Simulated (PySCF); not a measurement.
Compound: (SiH3)2PH, H₇PSi₂.
SMILES with atom numbers: `[SiH3:1][PH:2][SiH3:3]` (hydrogens: H4, H5, H6 on Si1; H7 on P2; H8, H9, H10 on Si3)

The same species was optimised twice, with GFN2-xTB and with PBE0-D3(BJ)/def2-SVP (PySCF), and the same property calculations (PySCF, gas phase) were run on both structures.

```
    coordinate  GFN2-xTB  PBE0-D3(BJ)/def2-SVP  change
     P2–H7 (Å)     1.379                 1.429  +0.050
    Si1–P2 (Å)     2.229                 2.263  +0.034
    P2–Si3 (Å)     2.229                 2.262  +0.033
    Si1–H4 (Å)     1.461                 1.493  +0.032
    Si3–H8 (Å)     1.461                 1.493  +0.032
   Si3–H10 (Å)     1.462                 1.493  +0.031
    Si1–H5 (Å)     1.462                 1.493  +0.031
    Si3–H9 (Å)     1.466                 1.496  +0.030
    Si1–H6 (Å)     1.466                 1.495  +0.029
Si1–P2–Si3 (°)     102.9                  97.1    -5.8
H8–Si3–H10 (°)     111.3                 109.4    -1.9
 H4–Si1–H5 (°)     111.2                 109.4    -1.8
 P2–Si1–H5 (°)     106.8                 108.4    +1.6
P2–Si3–H10 (°)     106.7                 108.3    +1.6
 Si1–P2–H7 (°)      95.7                  94.8    -0.9
 Si3–P2–H7 (°)      95.6                  94.8    -0.8
 P2–Si1–H4 (°)     106.7                 107.4    +0.7
```

Rotational constants: A = 9238, B = 2443, C = 2051 MHz (GFN2-xTB) against A = 8167, B = 2558, C = 2074 MHz (PBE0-D3(BJ)/def2-SVP). Point groups within 0.08 Å: Cs and Cs.

On the GFN2-xTB structure: HOMO (eV) -7.29 [PBE0/pcSseg-1]; LUMO (eV) 0.06 [PBE0/pcSseg-1]; dipole (D) 1.06 [PBE0/pcSseg-1]; GIAO shielding of Si1/Si3 (mean) (ppm) 428.6 [PBE0/pcSseg-1]; GIAO shielding of P2 (ppm) 658.5 [PBE0/pcSseg-1].

Question: What do these properties become on the PBE0-D3(BJ)/def2-SVP structure?

Answer: 
| property | level | on GFN2-xTB | on PBE0-D3(BJ)/def2-SVP | change |
| --- | --- | --- | --- | --- |
| HOMO (eV) | PBE0/pcSseg-1 | -7.29 | -7.51 | -0.22 |
| LUMO (eV) | PBE0/pcSseg-1 | 0.06 | -0.02 | -0.08 |
| dipole (D) | PBE0/pcSseg-1 | 1.06 | 0.98 | -0.08 |
| energy, GFN2-xTB geometry as zero (kcal/mol) | PBE0/pcSseg-1 | 0.0 | -2.0 | -2.0 |
| GIAO shielding of Si1/Si3 (mean) (ppm) | PBE0/pcSseg-1 | 428.6 | 420.8 | -7.8 |
| GIAO shielding of P2 (ppm) | PBE0/pcSseg-1 | 658.5 | 641.4 | -17.1 |

The heavy atoms differ by 0.064 Å rms after alignment. Among all bonds P2–H7 changes most (+0.050 Å). Changes are differences of the printed values. Neither structure is proved a minimum here.
